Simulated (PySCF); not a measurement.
Cartesian coordinates in Å; atom numbers follow the order of the lines, from 1:
```xyz
9

P    -1.7844    0.3167   -0.7960
Si    0.0113   -0.6514    0.1897
P     1.8360    0.2928   -0.7672
H    -2.7129   -0.2021    0.1596
H    -1.6125    1.5470   -0.0876
H    -0.0004   -0.5354    1.6819
H     0.0053   -2.1012   -0.1725
H     2.7424   -0.2461    0.1982
H     1.6750    1.5223   -0.0549
```

No solvent, non-relativistic Hamiltonian, fast rotation and ring inversion assumed for equivalent nuclei, a single conformation. σ from GIAO-HF/pcSseg-2; geometry: PBE0-D3(BJ)/def2-SVP; PySCF 2.14.

δ = σ(ref) − σ, references computed at the same level: ¹H (σref 31.68), ²⁹Si (σref 382.96) against TMS; H3PO4 for ³¹P (σref 343.96).

```
      atoms  nucleus  count  δ (ppm)
      H6/H7       ¹H      2     4.29
      P1/P3      ³¹P      2        ?
H4/H5/H8/H9       ¹H      4     1.72
        Si2     ²⁹Si      1        ?
```

Question: Fill in the missing shifts.

Answer: 
- P1/P3: -260.1 ppm, phosphorus bonded to Si, 2 H
- Si2: -45.9 ppm, silicon bonded to 2 P, 2 H

Experimental scales use liquid or dissolved standards, which lie at an offset from isolated H3PO4.
